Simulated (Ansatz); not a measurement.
# Al2B: the cost of one run

Computed with Ansatz 0.2.0, Gaussian basis. Level: def2-TZVPP, core rule «outside noble gas», up to 11 orbitals frozen.

Plan: UHF; ROHF; CCSD(T) on UHF.

## (1) What is computed

The geometry is a PBE0/def2-TZVP stationary point (not a proven minimum) of the parent state, kept for this charge and spin.

3 atoms, charge 0, spin multiplicity 2.

Atoms are counted from 1 here; the program's logs count them from 0.

Bond lengths: Al1–Al2 2.726 Å, Al2–B3 2.006 Å. Angles: Al1–Al2–B3 180.0°.

Coordinates:

```
Al    0.0000    0.0000    2.4864
Al    0.0000    0.0000   -0.2400
B     0.0000    0.0000   -2.2464
```

## (2) UHF

Contents of in.yaml:

```yaml
crystal:
  periodic: [false, false, false]
  atoms:
    - {symbol: Al, position_ang: [0.000000, 0.000000, 2.486400]}
    - {symbol: Al, position_ang: [0.000000, 0.000000, -0.240000]}
    - {symbol: B, position_ang: [0.000000, 0.000000, -2.246400]}
basis:
  gaussian: {orbitals: def2-TZVPP}
magnetization: {spin_polarized: true, initial_magnetization: 1}
hamiltonian: {xc: hf}
output: {orbitals: {seedname: orbitals}}
```

Launch:

```
> ansatz run in.yaml --threads 1 --pin off --events-out ev --progress --plain --max-ram 2816MiB --backend cpu
```

Q: Estimate wall time and peak memory on 1 thread of AMD EPYC 7R13, shared host.

About 37 s, with a peak of 0.33 GiB.
